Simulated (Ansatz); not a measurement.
Born–Oppenheimer molecular dynamics of HOS2 (4 atoms, charge 0, multiplicity 2). It starts from a relaxed structure.

Method: UKS PBE0-D4/def2-SVP (Ansatz 0.2.0).

| Quantity | Value |
| --- | --- |
| ensemble | NVT, Nosé–Hoover chain |
| time step | 1 fs |
| steps asked | 150 |
| set temperature | 700 K |
| thermostat | time constant 20 fs, chain length 3 |
| seed | 511927 |

First frame:

```xyz
4
Properties=species:S:1:pos:R:3
S -1.375 -0.412 0.888
O -0.427 0.791 0.335
S 0.962 0.487 -0.608
H 0.840 -0.866 -0.615
```

How far do the bonds stretch over the last three quarters of this one trajectory? (Pairs bonded in most of those frames.)


| bond | mean (Å) | spread (Å) | shortest | longest |
| --- | --- | --- | --- | --- |
| S1–O2 | 1.635 | 0.037 | 1.58 | 1.70 |
| O2–S3 | 1.737 | 0.055 | 1.65 | 1.85 |
| S3–H4 | 1.371 | 0.068 | 1.25 | 1.49 |

Mean temperature of the second half: 673 K. The conserved energy stayed within 3.1 meV per atom of its start (net change 0.56 meV per atom), so the integration is sound. A run of 0.15 ps of so small a system gives no equilibrium averages.

Run time: 4.7 min on 1 thread of Arm Neoverse V2 (shared host), peak memory 0.13 GiB.
